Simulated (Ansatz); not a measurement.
Reaction (SMILES): C=CF → [CH-]=CF + H+
B3LYP-D3(BJ)/def2-TZVP geometries, fixed; electronic energies without zero-point terms.

How fast the deprotonation energy converges with the basis for several methods (Ansatz, a quantum-chemistry and plane-wave program): deviation from each method's own reference, in kcal/mol. References: HF 410.35 kcal/mol, the value in aug-pcseg-3; MP2 399.85 kcal/mol, Hartree-Fock in aug-cc-pVQZ plus the correlation part extrapolated as X^-3 from aug-cc-pVTZ and aug-cc-pVQZ; PBE 397.22 kcal/mol, the value in aug-pcseg-3; PBE0 402.71 kcal/mol, the value in aug-pcseg-3; wB97M-V 397.92 kcal/mol, the value in aug-pcseg-3. All functions are spherical. In correlated methods cores are frozen. The proton leaves the site shown, which need not be the most acidic. No added dispersion term, no relativity. Functionals ending in -V hold VV10 correlation. 

```json
[
 {"basis": "3-21G", "functions": "33", "HF": "16.44", "MP2": "29.89", "PBE": "29.27", "PBE0": "24.39", "wB97M-V": "27.32"},
 {"basis": "def2-SV(P)", "functions": "48", "HF": "6.37", "MP2": "13.19", "PBE": "14.47", "PBE0": "11.12", "wB97M-V": "12.26"},
 {"basis": "def2-SVP", "functions": "57", "HF": "8.42", "MP2": "18.08", "PBE": "15.87", "PBE0": "12.64", "wB97M-V": "13.71"},
 {"basis": "def2-SVPD", "functions": "87", "HF": "0.03", "MP2": "2.78", "PBE": "1.73", "PBE0": "1.00", "wB97M-V": "0.11"},
 {"basis": "aug-pcseg-1", "functions": "96", "HF": "-3.04", "MP2": "-0.99", "PBE": "-2.38", "PBE0": "-2.51", "wB97M-V": "-3.39"},
 {"basis": "cc-pVTZ", "functions": "132", "HF": "4.80", "MP2": "9.30", "PBE": "8.77", "PBE0": "6.83", "wB97M-V": "7.51"},
 {"basis": "def2-TZVPP", "functions": "135", "HF": "2.15", "MP2": "5.54", "PBE": "5.13", "PBE0": "3.69", "wB97M-V": "3.72"},
 {"basis": "def2-TZVPD", "functions": "141", "HF": "-0.10", "MP2": "0.04", "PBE": "0.87", "PBE0": "0.42", "wB97M-V": "0.09"},
 {"basis": "def2-TZVPPD", "functions": "165", "HF": "0.16", "MP2": "1.50", "PBE": "1.11", "PBE0": "0.65", "wB97M-V": "0.47"},
 {"basis": "aug-cc-pVTZ", "functions": "207", "HF": "-0.47", "MP2": "-0.18", "PBE": "-0.20", "PBE0": "-0.29", "wB97M-V": "-0.43"},
 {"basis": "def2-QZVPPD", "functions": "291", "HF": "0.07", "MP2": "1.05", "PBE": "0.65", "PBE0": "0.36", "wB97M-V": "0.30"},
 {"basis": "aug-cc-pVQZ", "functions": "378", "HF": "-0.22", "MP2": "0.03", "PBE": "0.02", "PBE0": "-0.07", "wB97M-V": "-0.10"}
]
```

Mean absolute deviation over cc-pVTZ, def2-TZVPP, def2-TZVPD, def2-TZVPPD, aug-cc-pVTZ: HF 1.54, PBE0 2.38, wB97M-V 2.45, PBE 3.22, MP2 3.31 kcal/mol.
